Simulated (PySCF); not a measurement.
## Which basis set comes closest?

Molecule: `O=C(F)C1CC1`, C4H5FO.

Atoms are numbered as in `[O:1]=[C:2]([F:3])[CH:4]1[CH2:5][CH2:6]1`. Each H is labelled by its parent atom. Ha(C5), Ha(C6) are cis to C2 on the ring; Hb(C5), Hb(C6) are trans to C2 on the ring.

Geometry PBE0-D3(BJ)/def2-SVP throughout; GIAO in PySCF 2.14, gas phase, one conformer, non-relativistic; equivalent atoms averaged; functional PBE0.

Reference values (measured; solution, not stated per compound (mostly CDCl3 or CCl4); Pretsch, Buehlmann, Badertscher, Structure Determination of Organic Compounds, 4th ed. (2009)): δ(H(C4)) = 1.66 ppm. Computed shifts are taken against TMS, calculated as an isolated molecule at each level.

How do the basis sets STO-3G, 6-31G, 6-31G*, def2-SVP, 6-311+G(2d,p), def2-TZVP perform against the reference? Times are CPU seconds on 1 thread of an Arm Neoverse V2, shared host.

Answers


```
    basis set  functions  H(C4)  abs. error H  core-s
       STO-3G         35   1.46          0.20     2.3
        6-31G         64   1.43          0.23     4.5
       6-31G*         94   1.24          0.42     6.5
     def2-SVP        109   1.15          0.51     7.3
6-311+G(2d,p)        192   1.48          0.18      16
    def2-TZVP        216   1.48          0.18      20
```

For ¹H the closest is 6-311+G(2d,p) (0.18 ppm, with def2-TZVP, STO-3G practically level) and the furthest def2-SVP (0.51 ppm). Where a smaller basis beats a larger one, errors probably cancel. One molecule is a small sample, and vibrational and solvent effects are absent from the calculation.

A small basis that lands close on one nucleus may do so by chance; judge by the trend and by all nuclei.
